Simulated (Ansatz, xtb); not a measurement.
## Isomers of C3H6 in order of energy

4 gas-phase structures of C3H6, found in a search over its isomers (lower ones may exist). Each was relaxed with GFN2-xTB:

A. `[CH]CC`, a singlet
B. `C[C]C`, a singlet
C. `C1CC1`, a singlet
D. `C=CC`, a singlet

Q: Make a reasoned guess at their ranking by r2SCAN-D4/def2-SVP single-point energy.

A: Calculated order at r2SCAN-D4/def2-SVP: D (0.0), C (4.0), B (70.9), A (80.8) kcal/mol.

Energies above the lowest of each column, in kcal/mol; the last columns are at B3LYP-D3(BJ)/def2-SVP geometries and were run for some of them only (a dash: not run or not comparable):

```csv
structure,GFN2-xTB,HF/STO-3G,r2SCAN-D4/def2-SVP,B3LYP-D3(BJ)/def2-SVP,CCSD(T)/def2-TZVP
D,3.7,4.2,0.0,0.0,0.0
C,0.0,0.0,4.0,7.6,7.8
B,64.8,67.7,70.9,69.1,69.4
A,78.2,78.9,80.8,–,–
```

CCSD(T)/def2-TZVP puts D lowest of those it was run on; GFN2-xTB picks C, HF/STO-3G picks C. Flexible structures stand in one conformer each, not always the lowest. Frequencies (B3LYP-D3(BJ)/def2-SVP) were run for B, C, D alone.

Over these structures GFN2-xTB departs from r2SCAN-D4/def2-SVP by 3.0 kcal/mol on average once a common shift is removed. A GFN2-xTB relaxation took about 0.05 s and the r2SCAN-D4/def2-SVP energy about 0.8 s on a shared host (Ansatz 0.2.0, xtb 6.7.1).
